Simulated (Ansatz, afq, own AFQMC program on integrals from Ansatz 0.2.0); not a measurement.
**The B1–N2 bond of CH₆BN, singlet, worked out**

```xyz
9

B    -0.8022    0.7392   -0.8884
N     0.1227    0.4895    0.1155
C     0.5619   -0.7941    0.6036
H    -1.3293   -0.1955   -1.4500
H    -1.0562    1.8871   -1.1747
H     0.5598    1.2778    0.5810
H     0.0443   -1.5899    0.0511
H     1.6478   -0.9362    0.4683
H     0.3397   -0.9242    1.6766
```

The molecule and both fragments are relaxed with PBE0/def2-SVP; the fragments keep their bonds.

Basis def2-TZVP. Only valence electrons are correlated. Ansatz 0.2.0 and our own AFQMC program on the same integrals; the CISD trial comes from CCSD amplitudes, and released means the phaseless constraint is let go. ± is one standard error of the sampling.

Total energies in eV. CBS is CCSD(T) at the limit of def2-TZVPP/QZVPP (extrapolated itself); the highest rung of each member is named.

Cautions: CH₆BN (singlet): the released value is read at 1.50 1/Eh with a noise of 11 meV, more than in the cases checked (meV from the phaseless value at times in 1/Eh: 1 ± 4 at 0.24, -11 ± 6 at 0.51, -10 ± 8 at 0.99, -10 ± 11 at 1.50).

```
        member  count  CCSD(T)/def2-TZVP  highest rung in def2-TZVP           which  CCSD(T)/CBS
  BH₂, doublet     +1          -703.6590                  -703.6719             FCI    -704.0119
CH4N (doublet)     +1         -2585.5943                 -2585.6271        CCSDT(Q)   -2587.1160
CH₆BN, singlet     -1         -3295.3956        -3295.4414 ± 0.0108  released AFQMC   -3297.3757
```

Problem. Work out the best estimate of the bond energy: the CCSD(T)/CBS difference plus the step from CCSD(T) to the highest rung.

Solution. Sums with the counts: CCSD(T)/CBS 6.2478 eV, highest rung 6.1424 eV, CCSD(T)/def2-TZVP 6.1423 eV. The step is 6.1424 − 6.1423 = 0.0001 eV, so the best estimate is 6.2478 + (0.0001) = 6.2479 eV, with sampling noise 0.011 eV. The step is under twice that noise, so its sign is open. The basis set is worth 0.106 eV of it. Zero-point, core-correlation and spin–orbit terms aren't in it.

Best estimates are given only where the step beyond CCSD(T) is under 0.3 eV and no member's determinant is very poor (T1 over 0.05, or 0.07 for open shells, ⟨S²⟩ too high by 0.3, two states mixed), so the hardest cases are missing from such tables.

CCSDT and higher add their correlation energy to the determinant of the CCSD(T) run, since their own runs factorise the integrals more tightly (a shift of under 2 meV). Each member of a difference takes its own highest rung, so a best estimate needn't equal the limit plus the step of one row. A walk keeps the symmetry of its determinant, which the program's search chose and which needn't be the lowest solution, so a lower state of the same spin and another symmetry isn't excluded. Released energies are given only where the last usable release times agree within the noise; a slower fall can still hide under it.
